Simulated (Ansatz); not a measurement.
## [GeH$_{3}$···H···N], quartet along the distance Ge1-H5

Starting geometry:

| atom | x (Å) | y (Å) | z (Å) |
| --- | --- | --- | --- |
| Ge | -0.4586 | 0.0000 | 0.0000 |
| H | -0.9701 | 1.4466 | 0.0000 |
| H | -0.9701 | -0.7233 | 1.2528 |
| H | -0.9701 | -0.7233 | -1.2528 |
| H | 1.0757 | 0.0000 | 0.0000 |
| N | 2.5104 | 0.0000 | 0.0000 |

From there H5 is moved from one fragment to the other while all else, the fragments' distance too, stays fixed; atoms are numbered as listed. Energies are in kJ/mol, counted from the starting geometry at the same level. Kohn–Sham curves are unrestricted where that lies lower.

Basis cc-pVDZ; Ansatz 0.2.0. Only valence electrons are correlated (noble-gas cores and the filled d shells of p-block atoms frozen). Prefix R: restricted or restricted open-shell reference; prefix U: unrestricted. No spin–orbit coupling is included, and no scalar relativity.

In so small a basis the reference is far from its limit while semilocal and hybrid functionals are nearer theirs (RPA and double hybrids share much of the reference's basis error), so the functionals' errors here hold much of the reference's basis and frozen-core error, which can add to them or hide them.

Full CI isn't at hand for all of this; UCCSDT(Q) serves as the reference, and is uncertain by about the last step of the cluster series.

| distance Ge1-H5 (Å) | UCCSDT(Q) | PBE | revPBE | r2SCAN | PBE0 | B3LYP | CAM-B3LYP | wB97M-V | B2PLYP | RPA-PBE |
| --- | --- | --- | --- | --- | --- | --- | --- | --- | --- | --- |
| 1.427 | 4.4 | 19.5 | 19.1 | 14.1 | 13.3 | 13.5 | 10.4 | 8.7 | 8.8 | 8.4 |
| 1.534 | 0.0 | 0.0 | 0.0 | 0.0 | 0.0 | 0.0 | 0.0 | 0.0 | 0.0 | 0.0 |
| 1.591 | 2.8 | -5.3 | -5.1 | -2.5 | -2.3 | -2.4 | -0.8 | -0.2 | 0.1 | 0.1 |
| 1.647 | 6.1 | -9.2 | -8.8 | -3.7 | -3.6 | -3.8 | -0.9 | -0.1 | 0.7 | 0.7 |
| 1.703 | 8.3 | -12.3 | -11.9 | -4.9 | -5.3 | -5.4 | -1.7 | -1.2 | 0.5 | 0.6 |
| 1.760 | 8.7 | -15.0 | -14.7 | -6.3 | -7.6 | -7.6 | -3.6 | -3.8 | -1.2 | -0.6 |
| 1.816 | 7.7 | -16.5 | -16.3 | -7.2 | -9.8 | -9.6 | -5.8 | -7.1 | -3.5 | -2.0 |
| 1.873 | 7.5 | -15.0 | -15.1 | -6.2 | -10.2 | -9.6 | -6.5 | -8.8 | -4.5 | -1.9 |
| 1.929 | 11.5 | -8.0 | -8.4 | -0.2 | -5.7 | -4.8 | -2.5 | -5.6 | -1.0 | 2.9 |
